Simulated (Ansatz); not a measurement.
# A workflow on C3H5NO (methoxyacetonitrile)

We compute a series of 18 runs (HF/STO-3G, UHF/STO-3G, HF/3-21G, UHF/3-21G, HF/6-31G*, UHF/6-31G*, B3LYP/6-31G*, PBE/def2-SVP, and more) of C3H5NO. 

The results are computed with Ansatz 0.2.0.

### Step 1. The structure to begin with

C3H5NO: 10 atoms, total charge 0, spin state singlet. As SMILES, `COCC#N`. The coordinates come from a PBE0-D4/def2-TZVP relaxation. This is one conformer, not always the lowest. The run starts from this shape.

Bond lengths: C1–O2 1.406 Å, O2–C3 1.395 Å, C3–C4 1.459 Å, C4–N5 1.148 Å, C1–H6 1.098 Å, C1–H7 1.089 Å, C1–H8 1.098 Å, C3–H9 1.101 Å, C3–H10 1.101 Å. Some angles: C1–O2–C3 111.6°, O2–C3–C4 109.6°, C3–C4–N5 178.2°, O2–C1–H6 111.4°, O2–C1–H7 107.0°, O2–C1–H8 111.4°, O2–C3–H9 111.7°, O2–C3–H10 111.7°, C4–C3–H9 108.2°, C4–C3–H10 108.2°.

### Step 2. A geometry optimisation at HF/STO-3G (run 1)

The input, input.yaml:

```yaml
crystal:
  periodic: [false, false, false]
  atoms:
    - {symbol: C, position_ang: [0.002500, -0.162100, -1.509400]}
    - {symbol: O, position_ang: [0.669600, -0.111300, -0.272700]}
    - {symbol: C, position_ang: [-0.217300, 0.116000, 0.780100]}
    - {symbol: C, position_ang: [0.518300, 0.160200, 2.039200]}
    - {symbol: "N", position_ang: [1.066300, 0.200800, 3.047400]}
    - {symbol: H, position_ang: [-0.510800, 0.783800, -1.727000]}
    - {symbol: H, position_ang: [0.758500, -0.341100, -2.272200]}
    - {symbol: H, position_ang: [-0.733400, -0.976600, -1.534700]}
    - {symbol: H, position_ang: [-0.975100, -0.679200, 0.851800]}
    - {symbol: H, position_ang: [-0.753400, 1.070000, 0.660800]}
basis:
  gaussian:
    orbitals: STO-3G
hamiltonian:
  xc: hf
relax:
  f_tol: 0.002
output:
  orbitals: {seedname: orbitals}
```

Command:

```console
$ ansatz run input.yaml --threads 1 --pin off --max-ram 3480MiB --events-out events.jsonl --progress --plain --runs-dir runs
```

Standard output, shortened:

```text
Warning: RAYON_NUM_THREADS=1 ignored (pool sized by the plan → 1); use --threads N
[...]
Functional definition: HF
  name "HF"
[...]
460 factors; integrals over basis functions are off by at most 1.2e-5 eV
[...]
mean field -6603.46339223 eV, -242.6728036760 hartree, gradient 5.4e-5 eV, S^2 0.000000; 0 other end points of the search recorded, 0 dependent functions left out
[...]
reference -6603.46339223 eV, -242.6728036760 hartree; 19, 19 occupied and 11, 11 virtual orbitals, 460 factors
relax step   1: F+E_penalty+E_count = -6603.46339223 eV  Δ(F+E_penalty+E_count) = +0.000e0 eV  max|allowed force component| = 2.341e0 eV/Å  Δτ_max = 0.0000 Å  (26 SCF iters, accepted)
[...]
relax step   7: F+E_penalty+E_count = -6603.57142637 eV  Δ(F+E_penalty+E_count) = -3.829e-8 eV  max|allowed force component| = 1.212e-2 eV/Å  Δτ_max = 0.0009 Å  (30 SCF iters, accepted)
[...]
relax step   8: F+E_penalty+E_count = -6603.57142943 eV  Δ(F+E_penalty+E_count) = -3.063e-6 eV  max|allowed force component| = 4.710e-4 eV/Å  Δτ_max = 0.0004 Å  (29 SCF iters, accepted)
460 factors; integrals over basis functions are off by at most 1.1e-5 eV
[...]
mean field -6603.57142943 eV, -242.6767739702 hartree, gradient 1.7e-5 eV, S^2 0.000000; 1 other end points of the search recorded, 0 dependent functions left out
[...]
reference -6603.57142943 eV, -242.6767739702 hartree; 19, 19 occupied and 11, 11 virtual orbitals, 460 factors
Total energy: -6603.57142943 eV, -242.6767739702 hartree
Atom 0 at     0.001872    -0.163707    -1.525150 Å, force    -0.000388     0.000093     0.000003 eV/Å
Atom 1 at     0.707995    -0.116641    -0.275336 Å, force     0.000245     0.000033     0.000401 eV/Å
Atom 2 at    -0.233973     0.118639     0.786045 Å, force    -0.000136     0.000087    -0.000261 eV/Å
Atom 3 at     0.515584     0.165242     2.081538 Å, force     0.000471    -0.000123     0.000282 eV/Å
Atom 4 at     1.088630     0.202120     3.083397 Å, force    -0.000264     0.000012    -0.000299 eV/Å
Atom 5 at    -0.512093     0.778706    -1.739180 Å, force     0.000136    -0.000073     0.000009 eV/Å
Atom 6 at     0.744450    -0.342862    -2.304343 Å, force    -0.000117     0.000013     0.000079 eV/Å
Atom 7 at    -0.734045    -0.973659    -1.547791 Å, force     0.000115     0.000006     0.000016 eV/Å
Atom 8 at    -0.987546    -0.679438     0.847738 Å, force    -0.000007     0.000035    -0.000076 eV/Å
Atom 9 at    -0.765673     1.072101     0.656381 Å, force    -0.000055    -0.000083    -0.000153 eV/Å
Dipole moment:    -0.577869     0.006327    -0.612105 e Å
```

Wall time 4.2 s (1 thread of Intel Xeon 6975P-C (Granite Rapids), shared host); peak memory 0.12 GiB.

The path in brief:

| step | energy from the first frame kept (eV) | largest force (eV/Å) |
| --- | --- | --- |
| 1 | 0.0000 | 2.3839 |
| 2 | -0.0992 | 0.6883 |
| 3 | -0.1075 | 0.1204 |
| 4 | -0.1078 | 0.0493 |
| 5 | -0.1080 | 0.0419 |
| 6 | -0.1080 | 0.0143 |
| 7 | -0.1080 | 0.0129 |
| 8 | -0.1080 | 0.0006 |

After the run. Bond lengths: C1–O2 1.436 Å, O2–C3 1.438 Å, C3–C4 1.497 Å, C4–N5 1.155 Å, C1–H6 1.095 Å, C1–H7 1.091 Å, C1–H8 1.095 Å, C3–H9 1.099 Å, C3–H10 1.099 Å. Some angles: C1–O2–C3 109.0°, O2–C3–C4 108.4°, C3–C4–N5 179.7°, O2–C1–H6 111.9°, O2–C1–H7 107.0°, O2–C1–H8 111.9°, O2–C3–H9 111.8°, O2–C3–H10 111.8°, C4–C3–H9 108.5°, C4–C3–H10 108.5°.

### Step 3. The harmonic vibrations at HF/STO-3G (run 2)

The input, job.yaml:

```yaml
crystal:
  periodic: [false, false, false]
  atoms:
    - {symbol: C, position_ang: [0.001872, -0.163707, -1.525150]}
    - {symbol: O, position_ang: [0.707995, -0.116641, -0.275336]}
    - {symbol: C, position_ang: [-0.233973, 0.118639, 0.786045]}
    - {symbol: C, position_ang: [0.515584, 0.165242, 2.081538]}
    - {symbol: "N", position_ang: [1.088630, 0.202120, 3.083397]}
    - {symbol: H, position_ang: [-0.512093, 0.778706, -1.739180]}
    - {symbol: H, position_ang: [0.744450, -0.342862, -2.304343]}
    - {symbol: H, position_ang: [-0.734045, -0.973659, -1.547791]}
    - {symbol: H, position_ang: [-0.987546, -0.679438, 0.847738]}
    - {symbol: H, position_ang: [-0.765673, 1.072101, 0.656381]}
basis:
  gaussian:
    orbitals: STO-3G
phonons:
  temperatures: {t_min: 298.15, t_max: 298.15, t_step: 1}
hamiltonian:
  xc: hf
```

Command:

```console
$ ansatz run job.yaml --threads 1 --pin off --max-ram 3480MiB --events-out events.jsonl --progress --plain --runs-dir runs
```

Standard output, shortened:

```text
Warning: RAYON_NUM_THREADS=1 ignored (pool sized by the plan → 1); use --threads N
[... 2 set-up lines as earlier in the session ...]
[...]
461 factors; integrals over basis functions are off by at most 1.2e-5 eV
[...]
mean field -6603.57144113 eV, -242.6767743999 hartree, gradient 6.1e-5 eV, S^2 0.000000; 0 other end points of the search recorded, 0 dependent functions left out
[...]
reference -6603.57144113 eV, -242.6767743999 hartree; 19, 19 occupied and 11, 11 virtual orbitals, 461 factors
[...]
461 factors; integrals over basis functions are off by at most 1.2e-5 eV
[...]
mean field -6603.57118170 eV, -242.6767648663 hartree, gradient 1.6e-6 eV, S^2 0.000000; 0 other end points of the search recorded, 0 dependent functions left out
[...]
reference -6603.57118170 eV, -242.6767648663 hartree; 19, 19 occupied and 11, 11 virtual orbitals, 461 factors
[...]
461 factors; integrals over basis functions are off by at most 1.2e-5 eV
[...]
Atom 2 at    -0.233973     0.118639     0.786045 Å, force    -0.000114     0.000103    -0.000288 eV/Å
Atom 3 at     0.515584     0.165242     2.081538 Å, force     0.000486    -0.000120     0.000359 eV/Å
Atom 4 at     1.088630     0.202120     3.083397 Å, force    -0.000287     0.000011    -0.000338 eV/Å
Atom 5 at    -0.512093     0.778706    -1.739180 Å, force     0.000137    -0.000097     0.000019 eV/Å
Atom 6 at     0.744450    -0.342862    -2.304343 Å, force    -0.000100     0.000009     0.000053 eV/Å
Atom 7 at    -0.734045    -0.973659    -1.547791 Å, force     0.000114     0.000020     0.000019 eV/Å
Atom 8 at    -0.987546    -0.679438     0.847738 Å, force    -0.000029     0.000053    -0.000076 eV/Å
Atom 9 at    -0.765673     1.072101     0.656381 Å, force    -0.000064    -0.000122    -0.000159 eV/Å
Dipole moment:    -0.577869     0.006327    -0.612106 e Å
Vibrations: 97.39 199.63 249.07 432.98 451.36 616.81 1073.33 1166.19 1167.22 1314.71 1378.00 1427.71 1429.80 1637.03 1752.66 1792.01 1798.68 1816.97 2755.24 3522.69 3539.47 3644.72 3688.78 3725.16 cm⁻¹, zero-point energy 2.521689 eV
```

It took 19 s on 1 thread of Intel Xeon 6975P-C (Granite Rapids), shared host; peak memory 0.087 GiB.

Runs 3 to 7 aren't shown in full; the table further down has their settings and results.

### Step 4. The doublet cation: a geometry optimisation at UHF/3-21G (run 8)

The input, job.yaml:

```yaml
crystal:
  periodic: [false, false, false]
  atoms:
    - symbol: C
      position_ang: [0.006413, -0.166652, -1.546788]
    - symbol: O
      position_ang: [0.638608, -0.105612, -0.255090]
    - symbol: C
      position_ang: [-0.266701, 0.127128, 0.825619]
    - symbol: C
      position_ang: [0.519088, 0.161898, 2.055034]
    - symbol: "N"
      position_ang: [1.133193, 0.188683, 3.012298]
    - symbol: H
      position_ang: [-0.493168, 0.766573, -1.784057]
    - symbol: H
      position_ang: [0.795885, -0.344418, -2.258680]
    - symbol: H
      position_ang: [-0.713934, -0.976400, -1.593646]
    - symbol: H
      position_ang: [-1.006901, -0.662248, 0.899012]
    - symbol: H
      position_ang: [-0.787284, 1.071549, 0.709598]
basis:
  gaussian: {orbitals: 3-21G.json}
total_charge: 1
magnetization: {spin_polarized: true, initial_magnetization: 1}
hamiltonian: {xc: hf}
relax: {}
```

The basis set 3-21G is read from a file made from the Basis Set Exchange's data (not shown).

Command:

```console
$ ansatz run job.yaml --threads 1 --pin off --max-ram 3480MiB --events-out events.jsonl --progress --plain --runs-dir runs
```

Standard output, shortened:

```text
Warning: RAYON_NUM_THREADS=1 ignored (pool sized by the plan → 1); use --threads N
[...]
[... 2 set-up lines as earlier in the session ...]
[...]
758 factors; integrals over basis functions are off by at most 5.4e-4 eV
[...]
mean field -6641.75929827 eV, -244.0801522651 hartree, gradient 3.2e-5 eV, S^2 0.764182; 1 other end points of the search recorded, 0 dependent functions left out
[...]
reference -6641.75929827 eV, -244.0801522651 hartree; 19, 18 occupied and 36, 37 virtual orbitals, 758 factors
relax step   1: F+E_penalty+E_count = -6641.75929827 eV  Δ(F+E_penalty+E_count) = +0.000e0 eV  max|allowed force component| = 3.929e0 eV/Å  Δτ_max = 0.0000 Å  (257 SCF iters, accepted)
[...]
relax step   6: F+E_penalty+E_count = -6642.16643100 eV  Δ(F+E_penalty+E_count) = -7.366e-5 eV  max|allowed force component| = 1.098e-2 eV/Å  Δτ_max = 0.0025 Å  (56 SCF iters, accepted)
[...]
Total energy: -6642.16643297 eV, -244.0951141895 hartree
Atom 0 at     0.003612    -0.182532    -1.695394 Å, force     0.000167     0.000043     0.000562 eV/Å
Atom 1 at     0.546887    -0.093996    -0.255069 Å, force     0.000567     0.000027     0.000929 eV/Å
Atom 2 at    -0.338975     0.152715     0.976048 Å, force     0.000636    -0.000019     0.000549 eV/Å
Atom 3 at     0.537066     0.165787     2.111478 Å, force    -0.002331     0.000330     0.000323 eV/Å
Atom 4 at     1.221014     0.178341     3.019443 Å, force     0.001328    -0.000213    -0.000414 eV/Å
Atom 5 at    -0.468339     0.769380    -1.882347 Å, force    -0.000107    -0.000074    -0.000267 eV/Å
Atom 6 at     0.880395    -0.358488    -2.289517 Å, force    -0.000382    -0.000005    -0.000487 eV/Å
Atom 7 at    -0.693212    -1.006067    -1.688389 Å, force    -0.000092     0.000038    -0.000278 eV/Å
Atom 8 at    -1.043745    -0.667437     0.980220 Å, force     0.000092    -0.000178    -0.000447 eV/Å
Atom 9 at    -0.819504     1.102798     0.786827 Å, force     0.000121     0.000051    -0.000471 eV/Å
Dipole moment:    -0.925072    -0.039210    -1.431527 e Å
```

Run time: 6.9 s. Hardware: 1 thread of Intel Xeon 6975P-C (Granite Rapids), shared host; peak memory 0.14 GiB.

The path in brief:

| step | energy from the first frame kept (eV) | largest force (eV/Å) |
| --- | --- | --- |
| 1 | 0.0000 | 3.9990 |
| 2 | -0.3002 | 1.8739 |
| 3 | -0.3983 | 0.4718 |
| 4 | -0.4069 | 0.1063 |
| 5 | -0.4071 | 0.0335 |
| 6 | -0.4071 | 0.0115 |
| 7 | -0.4071 | 0.0024 |

After the run. Bond lengths: C1–O2 1.542 Å, O2–C3 1.537 Å, C3–C4 1.434 Å, C4–N5 1.137 Å, C1–H6 1.079 Å, C1–H7 1.074 Å, C1–H8 1.079 Å, C3–H9 1.081 Å, C3–H10 1.081 Å. Some angles: C1–O2–C3 123.7°, O2–C3–C4 106.5°, C3–C4–N5 179.3°, O2–C1–H6 105.4°, O2–C1–H7 103.8°, O2–C1–H8 105.4°, O2–C3–H9 104.9°, O2–C3–H10 104.9°, C4–C3–H9 113.7°, C4–C3–H10 113.7°.

Runs 9 to 17 aren't shown in full; the table further down has their settings and results.

### Step 5. The harmonic vibrations at MP2/6-31G(d) (Cartesian functions) (run 18)

The input, job.yaml:

```yaml
crystal:
  periodic: [false, false, false]
  atoms:
    - {symbol: C, position_ang: [0.000427, -0.162904, -1.519435]}
    - {symbol: O, position_ang: [0.678025, -0.112120, -0.268793]}
    - {symbol: C, position_ang: [-0.235382, 0.118629, 0.784218]}
    - {symbol: C, position_ang: [0.520402, 0.160450, 2.043339]}
    - {symbol: N, position_ang: [1.098238, 0.199559, 3.071256]}
    - {symbol: H, position_ang: [-0.510467, 0.784815, -1.734242]}
    - {symbol: H, position_ang: [0.766523, -0.342202, -2.272743]}
    - {symbol: H, position_ang: [-0.733814, -0.978821, -1.541614]}
    - {symbol: H, position_ang: [-0.990432, -0.680093, 0.846423]}
    - {symbol: H, position_ang: [-0.768320, 1.073185, 0.654891]}
basis:
  gaussian:
    orbitals: "6-31G*"
correlation:
  method: mp2
phonons:
  temperatures: {t_min: 298.15, t_max: 298.15, t_step: 1}
```

Command:

```console
$ ansatz run job.yaml --threads 1 --pin off --max-ram 3480MiB --events-out events.jsonl --progress --plain --runs-dir runs
```

Standard output, shortened:

```text
Warning: RAYON_NUM_THREADS=1 ignored (pool sized by the plan → 1); use --threads N
[... 2 set-up lines as earlier in the session ...]
[...]
957 factors; integrals over basis functions are off by at most 3.4e-4 eV
[...]
mean field -6688.17188032 eV, -245.7857831961 hartree, gradient 2.8e-6 eV, S^2 0.000000; 0 other end points of the search recorded, 0 dependent functions left out
5 core orbitals not correlated: weight in the atoms' cores, before any rotation towards them, 1.000 or more for the frozen orbitals, at most 0.000 for the correlated occupied ones
reference -6688.17188032 eV, -245.7857831961 hartree; 14, 14 occupied and 66, 66 virtual orbitals, 957 factors
second order -19.62890554 eV of doubles, -0.00000000 eV of singles
[...]
957 factors; integrals over basis functions are off by at most 3.4e-4 eV
[...]
Atom 3 at     0.520402     0.160450     2.043339 Å, force     0.000595    -0.000223    -0.000878 eV/Å
Atom 4 at     1.098238     0.199559     3.071256 Å, force     0.000029    -0.000013    -0.000076 eV/Å
Atom 5 at    -0.510467     0.784815    -1.734242 Å, force    -0.000105     0.000102     0.000054 eV/Å
Atom 6 at     0.766523    -0.342202    -2.272743 Å, force     0.000181    -0.000011     0.000083 eV/Å
Atom 7 at    -0.733814    -0.978821    -1.541614 Å, force    -0.000187    -0.000085     0.000073 eV/Å
Atom 8 at    -0.990432    -0.680093     0.846423 Å, force     0.000180     0.001254    -0.000528 eV/Å
Atom 9 at    -0.768320     1.073185     0.654891 Å, force    -0.000190    -0.001339    -0.000326 eV/Å
Dipole moment:    -0.648160     0.002301    -0.730501 e Å
Vibrations: 88.40 175.02 234.26 351.23 381.87 539.23 972.24 1010.09 1063.92 1182.42 1207.85 1251.96 1286.82 1446.64 1525.98 1551.74 1560.26 1576.67 2223.45 3049.98 3068.83 3093.62 3140.80 3234.57 cm⁻¹, zero-point energy 2.183229 eV
Checks for a lower state left out: cluster_reference
```

It took 1.7 min on 1 thread of Intel Xeon 6975P-C (Granite Rapids), shared host; peak memory 0.18 GiB.

### Step 6. Overview of the runs

| run | level | task | walk f tol | partner | energy (Eh) | dipole moment (D) | wall time |
| --- | --- | --- | --- | --- | --- | --- | --- |
| 1 | HF/STO-3G | optimise | 0.002 | base | -242.676774 | 4.04 | 4.2 s |
| 2 | HF/STO-3G | frequencies | – | base | -242.676774 | 4.04 | 19 s |
| 3 | UHF/STO-3G | energy | – | cation | -242.411139 | – | 0.3 s |
| 4 | UHF/STO-3G | optimise | – | cation | -242.426967 | – | 5.1 s |
| 5 | HF/3-21G | optimise | 0.002 | base | -244.424184 | 5.21 | 5.1 s |
| 6 | HF/3-21G | frequencies | – | base | -244.424182 | 5.21 | 22 s |
| 7 | UHF/3-21G | energy | – | cation | -244.080152 | – | 1.1 s |
| 8 | UHF/3-21G | optimise | – | cation | -244.095114 | – | 6.9 s |
| 9 | HF/6-31G* (Cartesian functions) | optimise | 0.002 | base | -245.792984 | 5.09 | 6.3 s |
| 10 | HF/6-31G* (Cartesian functions) | frequencies | – | base | -245.792984 | 5.09 | 50 s |
| 11 | UHF/6-31G* (Cartesian functions) | energy | – | cation | -245.434001 | – | 2.2 s |
| 12 | UHF/6-31G* (Cartesian functions) | optimise | – | cation | -245.445402 | – | 46 s |
| 13 | B3LYP/6-31G* (Cartesian functions) | optimise | 0.002 | base | -247.258062 | 4.62 | 14 s |
| 14 | B3LYP/6-31G* (Cartesian functions) | frequencies | – | base | -247.258062 | 4.62 | 80 s |
| 15 | PBE/def2-SVP | optimise | 0.002 | base | -246.773329 | 4.40 | 11 s |
| 16 | PBE/def2-SVP | frequencies | – | base | -246.773329 | 4.40 | 49 s |
| 17 | MP2/6-31G* (Cartesian functions) | optimise | 0.002 | base | -246.507132 | 4.69 | 14 s |
| 18 | MP2/6-31G* (Cartesian functions) | frequencies | – | base | -246.507132 | 4.69 | 1.7 min |

### Step 7. What came out

```
                                                                          quantity          value
                                                  run 18, MP2/6-31G*: total energy  -246.50713 Eh
                            run 18, MP2/6-31G*: dipole moment (correlated density)         4.69 D
                   run 18, MP2/6-31G*: correlation energy (5 core orbitals frozen)     -721.3 mEh
                                      run 18, MP2/6-31G*: largest force on an atom     0.001 eV/Å
                                    run 18, MP2/6-31G*: lowest harmonic wavenumber        88 cm⁻¹
                                   run 18, MP2/6-31G*: highest harmonic wavenumber      3235 cm⁻¹
                                             run 18, MP2/6-31G*: zero-point energy   210.6 kJ/mol
                     vertical ionisation energy (to the doublet cation), HF/STO-3G       7.228 eV
                      vertical ionisation energy (to the doublet cation), HF/3-21G       9.362 eV
                     vertical ionisation energy (to the doublet cation), HF/6-31G*       9.768 eV
adiabatic ionisation energy (to the doublet cation, no zero-point term), HF/STO-3G       6.798 eV
 adiabatic ionisation energy (to the doublet cation, no zero-point term), HF/3-21G       8.954 eV
adiabatic ionisation energy (to the doublet cation, no zero-point term), HF/6-31G*       9.458 eV
```

At HF/STO-3G: removing an electron at fixed nuclei costs 7.23 eV (167 kcal/mol). In a minimal basis such a difference can be off by several eV, whatever the method. At HF/3-21G: the vertical ionisation energy comes to 9.36 eV (216 kcal/mol). At HF/6-31G*: the vertical ionisation energy comes to 9.77 eV (943 kJ/mol). At HF/STO-3G: the adiabatic ionisation energy (to the doublet cation, no zero-point term) is 6.80 eV (157 kcal/mol). Its partner is spin-contaminated (⟨S²⟩ = 1.05 against 0.75), so the difference is in doubt. Totals of different functionals can't be ranked against each other. In runs 1, 2, 3, 4 the basis is minimal, so the values are rough. Spin contamination of the reference: run 4 ⟨S²⟩ = 1.05. All runs together took 7.3 min, the longest 1.7 min.
